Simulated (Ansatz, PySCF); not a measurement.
Species: methyl formate, C$_{2}$H$_{4}$O$_{2}$ (charge 0, singlet). 
Geometry from a B3LYP-D3(BJ)/def2-TZVP (Ansatz, a program for electronic structure) optimisation:
SMILES: C(OC)=O
```xyz
8

C     -0.9314    -0.0909     0.0015
O     -0.7248    -1.2718    -0.0191
O      0.0010     0.8677     0.0146
H     -1.9259     0.3745     0.0125
C      1.3667     0.4114     0.0025
H      1.9749     1.3108     0.0157
H      1.5676    -0.2028     0.8792
H      1.5619    -0.1729    -0.8956
```


Quantity: enthalpy of formation at 298 K (from the atomisation energy, B3LYP-D3(BJ)/def2-TZVP harmonic zero-point and thermal terms from PySCF, and the atoms' enthalpies of formation in the G2/97 table; no spin-orbit terms, and no core term in the frozen-core levels), in kcal/mol. Cores are frozen in the correlated levels unless marked. UHF or UKS for open shells. No spin-orbit coupling. Non-relativistic. The coupled-cluster limit lacks core correlation, which all-electron functionals hold. CBS(X,Y): correlation extrapolated as X^-3; Hartree-Fock from the larger set. The bracket is a focal-point correction in the basis named.

Measured: -85.5 kcal/mol (Active Thermochemical Tables 1.112 (ions: stationary electron), as tabulated in the package chemicals); it holds spin-orbit and relativistic effects, and any other conformers, which these rows lack, and core correlation, which the frozen-core levels lack.

```csv
level,program,enthalpy of formation at 298 K (kcal/mol),error against measurement
HF/aug-cc-pVDZ,Ansatz,163.1,248.6
HF/cc-pVDZ,Ansatz,165.8,251.3
HF/aug-cc-pVTZ,Ansatz,153.3,238.8
HF/def2-TZVPD,PySCF,154.3,239.8
PBE/def2-TZVPD,Ansatz,-110.2,-24.7
r2SCAN-D4/def2-TZVPD,Ansatz + dftd4,-88.6,-3.1
PBE0-D3(BJ)/def2-TZVPD,Ansatz + dftd3,-87.3,-1.8
PBE0/def2-QZVPP,Ansatz,-86.3,-0.8
r2SCANh-D4/def2-TZVPD,Ansatz + dftd4,-80.2,5.3
HSE06/def2-TZVPD,Ansatz,-86.2,-0.7
CAM-B3LYP/def2-TZVPD,Ansatz,-87.1,-1.6
wB97M-V/def2-TZVPD,Ansatz,-86.8,-1.3
B2PLYP-D3(BJ)/def2-TZVPD,Ansatz + dftd3,-79.3,6.2
RPA@PBE/cc-pVQZ,Ansatz,-39.1,46.4
MP2/aug-cc-pVDZ,Ansatz,-53.3,32.2
MP2/aug-cc-pVTZ,Ansatz,-89.2,-3.7
RI-MP2/cc-pVTZ,Ansatz,-84.2,1.3
SCS-MP2/STO-3G,Ansatz,0.5,86.0
SCS-MP2/cc-pVTZ,Ansatz,-76.8,8.7
CCSD(T) with core electrons/cc-pwCVTZ,Ansatz,-67.5,18.0
"RI-MP2/CBS(aug-cc-pVTZ,aug-cc-pVQZ)+[CCSD(T)-MP2]/aug-cc-pVTZ",Ansatz,-85.5,0.0
```
